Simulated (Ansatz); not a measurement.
# B2FH3: the cost of one run

Method: RKS B3LYP-D4/6-31G, in Ansatz 0.2.0.

## Step 1: Starting point

Bond lengths: B1–B2 1.608 Å, B2–F3 1.433 Å, B1–H4 1.152 Å, B1–H5 1.235 Å, B2–H6 1.165 Å. Angles: B1–B2–F3 120.4°, B1–B2–H6 118.9°, F3–B2–H6 120.7°, B2–B1–H4 123.1°, B2–B1–H5 120.3°, H4–B1–H5 116.6°.

Coordinates:

```xyz
6

B    -0.4068    0.1454   -0.6880
B     0.4196   -0.2636    0.6288
F     0.6652    0.7000    1.6600
H    -0.6054   -0.5839   -1.5569
H    -0.8557    1.2895   -0.8126
H     0.8252   -1.3515    0.7226
```

## Step 2: Preparing the start

input.yaml reads:

```yaml
crystal:
  periodic: [false, false, false]
  atoms:
    - { symbol: B, position_ang: [-0.4068, 0.1454, -0.688] }
    - { symbol: B, position_ang: [0.4196, -0.2636, 0.6288] }
    - { symbol: F, position_ang: [0.6652, 0.7, 1.66] }
    - { symbol: H, position_ang: [-0.6054, -0.5839, -1.5569] }
    - { symbol: H, position_ang: [-0.8557, 1.2895, -0.8126] }
    - { symbol: H, position_ang: [0.8252, -1.3515, 0.7226] }
basis:
  gaussian: { orbitals: "6-31G" }
hamiltonian:
  xc: b3lyp
  dispersion: d4
relax:
  f_tol: 0.02
  max_steps: 40
scf:
  lower_state_search: "off"
```

The run is started by

```
$ ansatz run input.yaml --threads 1 --pin off --max-ram 2048MiB --backend cpu --events-out ev --progress --plain --runs-dir out
```

Q: Estimate wall time and peak memory on 1 thread of an Arm CPU, shared host.

About 8.4 s, with a peak of 0.09 GiB.
